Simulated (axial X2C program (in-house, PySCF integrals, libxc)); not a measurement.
Results of a calculation; reference values are marked as such.
SiC⁺: input and output

Program: an in-house relativistic program for diatomic molecules.

Input:
```json
{"zs": [14, 6], "q": 1, "bas": ["dyall-v3z", "dyall-v3z"], "levels": ["PBE0", "HF", "PBE50"], "cc": true, "r0": 1.74, "thr": -2.0, "nmax": 90, "npts": 10, "nst": 2, "ntry": 6}
```
```bash
python so2c.py task.json out
```

Keys: zs atomic numbers; q charge; bas basis sets; levels methods; cc coupled cluster on or off; r0 starting distance in Å; thr threshold in hartree for freezing inner shells (an s shell follows its p shell); nmax most natural virtual spinors; npts points on the curve; nst determinants followed; ntry starts of the search. HF also brings MP2.

Output of the HF step, two-component, at R = 1.826 Å for the state Ω = 3/2. It starts from PBE0 orbitals of this distance.

```
two-component X2C + atomic mean field  HF
basis functions 88  fitting functions 555  grid points 4353
iter        total energy     max residual
   1       -326.931129870     7.44e-02
   2       -326.945056710     7.57e-03
   3       -326.947503469     4.37e-03
   4       -326.948904640     3.29e-03
   5       -326.949832968     1.89e-03
   6       -326.950043899     8.53e-04
   7       -326.950068795     1.25e-04
   8       -326.950069386     5.90e-05
   9       -326.950069484     2.51e-05
  10       -326.950069508     1.24e-05
  11       -326.950069513     4.03e-06
  12       -326.950069516     3.73e-06
  13       -326.950069518     3.48e-06
  14       -326.950069523     2.95e-06
  15       -326.950069533     2.15e-06
  16       -326.950069534     1.63e-06
converged
one-electron -494.41514669  Coulomb 168.47218117  exact exchange -25.31201267  xc functional 0.00000000  nuclear repulsion 24.34331091  atomic mean-field constant -0.03840226
correlated 7  virtual 147  natural virtual 90  E(MP2) -0.139286135  MP2 remainder -0.001681002
iter   CCSD correlation   residual
   1     -0.156798725   1.23e-01
   2     -0.165967702   5.98e-02
   3     -0.167569859   2.78e-02
   4     -0.168704057   1.77e-02
   5     -0.169290859   8.38e-03
   6     -0.169359334   2.20e-03
   7     -0.169372319   7.51e-04
   8     -0.169360397   3.11e-04
   9     -0.169358527   1.14e-04
  10     -0.169358534   3.60e-05
  11     -0.169358947   1.49e-05
  12     -0.169359059   9.12e-06
  13     -0.169359134   6.82e-06
  14     -0.169359179   4.81e-06
  15     -0.169359231   2.46e-06
  16     -0.169359253   1.10e-06
  17     -0.169359261   4.83e-07
(T) -0.008103624  T1 0.0638  D1 0.1230  max T2 0.077
```
Energies are in hartree; totals compare only within one Hamiltonian and basis. T1 is large, a sign of multireference character or of a spin-contaminated reference. T1 in the output is the amplitude norm over the root of the electron number; divide by √2 for the Lee–Taylor value.
